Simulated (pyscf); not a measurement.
H₃C–GaH–CH₃ (SMILES [CH3][GaH][CH3]) + H₂ (SMILES [H][H]) -> H₃C–GaH–CH₃ (SMILES [CH3][GaH][CH3]) + H₂ (SMILES [H][H]) (four-centre exchange; singlet surface; Ga–H, H–H broken, Ga–H, H–H formed). PySCF, gas phase, ωB97X-D3(BJ)/def2-SVP geometries. Energies in kcal/mol from the separated reactants.

```tsv
level	barrier	reaction energy
PBE/def2-TZVP	___	0.0
B3LYP-D3(BJ)/def2-TZVP	26.2	0.0
PBE0-D3(BJ)/def2-TZVP	22.7	0.0
M06-2X/def2-TZVP	27.8	0.0
ωB97M-D3(BJ)/def2-TZVP	27.3	0.0
HF/def2-TZVP	___	0.0
```

Problem. Complete the blanks.

Solution. 
- PBE/def2-TZVP, barrier: 21.3
- HF/def2-TZVP, barrier: 40.2

The functionals in the table span 6.5 kcal/mol in this barrier, from PBE to M06-2X. At the saddle there is also a short Ga–H contact that neither side keeps. One saddle was located; it need not be the lowest between these sides. Elements up to Kr have no core potential and no relativistic terms here.
